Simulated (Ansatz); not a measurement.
System: CH₃S, charge -1, multiplicity 1. 
Structure (B3LYP-D3(BJ)/def2-TZVP (Ansatz, an electronic-structure program) minimum search):
```xyz
5

C     -1.1217    -0.0648    -0.0032
S      0.7089     0.0409     0.0020
H     -1.4983    -0.7277    -0.7953
H     -1.5192    -0.4532     0.9454
H     -1.5950     0.9146    -0.1633
```
Charge -1, spin multiplicity 1.

Basis-set convergence of Hartree-Fock and MP2 correlation energies (hartree) with Ansatz. Correlated levels leave the core frozen unless marked. No spin-orbit coupling. Non-relativistic.

```tsv
basis	functions	E(HF)	E(corr, MP2)
aug-cc-pV(D+d)Z	82	-437.15458	-0.31139
aug-cc-pV(T+d)Z	170	___	___
```

**Question.** Complete the blanks.

**Answer.** 
- aug-cc-pV(T+d)Z, E(HF): -437.17668
- aug-cc-pV(T+d)Z, E(corr, MP2): -0.37862
